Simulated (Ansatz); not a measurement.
Basis-set extrapolation for CH5AlO, SMILES `C[O][AlH2]` (PBE0-D4/def2-TZVP geometry, frozen core, the Gaussian-basis code of Ansatz). Multiplicity 1, RHF reference.

|  | def2-TZVPP | def2-QZVPP |
| --- | --- | --- |
| HF | -357.644458 | -357.657800 |
| MP2 correlation | -0.497907 | -0.534493 |
| CCSD(T) correlation | -0.545606 | not run |

Energies in hartree. Use E(X) = E(∞) + A·exp(−7.88·√X) for Hartree–Fock and E(X) = E(∞) + B·X^(−2.97) for correlation, with X = 3 and 4, and add CCSD(T) minus MP2 of the smaller set to the MP2 limit.

Q: What is the CCSD(T) energy at the basis-set limit?

A: HF limit: -357.657800 + (-0.013342) × 0.13774 = -357.65964. MP2 limit: -0.534493 + (-0.036586) × 0.74074 = -0.56159. Higher-order term: -0.545606 − (-0.497907) = -0.04770. Total: -358.26893 hartree, 207.1 kJ/mol below CCSD(T)/def2-TZVPP.
